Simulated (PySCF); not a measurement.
Potential energy curve for OH, doublet.

Calculation: CCSD(T) on UHF/6-31G, 1 core orbital frozen (PySCF 2.14.0).

**Question.** Relative to R = 1.00 Å, what are the energies at R = 1.06, 2.16, 2.37, 3.42 Å?

**Answer.** 0.068 eV at 1.06 Å, 3.232 eV at 2.16 Å, 3.344 eV at 2.37 Å, 3.414 eV at 3.42 Å.

The unrestricted determinant behind UCCSD(T) is spin-contaminated at 1.31 to 3.87 Å (<S²> up to 1.8, against 0.75 for a pure doublet).
